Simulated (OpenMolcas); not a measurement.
# HOF (hypofluorous acid) at RGE2/Ahlrichs_VTZ (Cholesky decomposition, thermostat constant energy, time step au 41.3)

Aim: molecular dynamics of HOF (hypofluorous acid). 

Program for the calculation: OpenMolcas 26.06.

7 further runs of the same task are left out: 2 that didn't finish, 5 set aside as unsound or not needed.

## 1. The structure to begin with

HOF: 3 atoms, total charge 0, spin state singlet. SMILES: `OF`. The coordinates come from a GFN2-xTB relaxation. The run starts from this shape.

Bond lengths: O1–F2 1.386 Å, O1–H3 0.971 Å. Angles: F2–O1–H3 102.3°.

## 2. Molecular dynamics at RGE2/Ahlrichs_VTZ (Cholesky decomposition, thermostat constant energy, time step au 41.3)

Input file input.xyz:

```xyz
3

O      0.414430    -0.197140     0.208800
F     -0.212000     1.020440    -0.004820
H     -0.202430    -0.823300    -0.203980
```

Input file mol.inp:

```
* FHO Kohn-Sham DFT

&GATEWAY
 COORD=input.xyz
 BASIS=Ahlrichs_VTZ
 GROUP=NoSym
>>> EXPORT MOLCAS_MAXITER=15
>>> Do While

&SEWARD
 MEDIUM

&SCF
 KSDFT=RGE2
 ITERATIONS=84
 CORE
 PRORBITALS=0

&ALASKA

&DYNAMIX
 VELVER
 DT=41.3
 VELO=3
 THER=1
 TEMP=800
>>> EndDo
```

Started as:

```console
$ export MOLCAS_MEM=800
$ pymolcas mol.inp > mol.log
```

What it wrote:

```text
--- Start Module: gateway ---
[...]
--- Stop Module: gateway /rc=_RC_ALL_IS_WELL_ ---
[...]
      Basis functions           33
[...]
       Convergence after  20 Iterations
[...]
::    Total KS-DFT energy                            -174.9748814167
[...]
      Total spin, S                                     0.0000000000
[...]
      Total electronic charge=   18.000000
      Total            charge=   -0.000000
[...]
      Dipole Moment (debye):
      Origin of the operator (angstrom)=    0.0666    0.4279    0.0845
                   X= -1.1719E+00               Y= -1.8106E+00               Z= -8.5308E-01           Total=  2.3193E+00
      Quadrupole Moment (debye*angstrom):
[...]
--- Start Module: numerical_gradient ---
[...]
--- Stop Module: numerical_gradient /rc=_RC_ALL_IS_WELL_ ---
[...]
--- Start Module: dynamix ---
[...]
--- Stop Module: dynamix /rc=_RC_ALL_IS_WELL_ ---
[...]
```

Run time: 3.2 min. Hardware: 1 thread of Arm Neoverse V2, shared host.

The path in brief:

| step | potential energy change (eV) |
| --- | --- |
| 0 | 0.0000 |
| 1 | 0.0315 |
| 2 | 0.0061 |
| 3 | -0.0519 |
| 4 | -0.0907 |
| 5 | -0.1082 |
| 6 | -0.1316 |
| 7 | -0.1739 |
| 8 | -0.2182 |
| 9 | -0.2291 |
| 10 | -0.1933 |
| 11 | -0.1549 |
| 12 | -0.1507 |
| 13 | -0.1436 |
| 14 | -0.0998 |

## 3. Outcome

At RGE2/Ahlrichs_VTZ (Cholesky decomposition, thermostat constant energy, time step au 41.3):

| quantity | value |
| --- | --- |
| potential energy of the last frame | -174.97855 Eh |

What this shows: Mulliken charges run from -0.24 on O1 to +0.36 on H3.
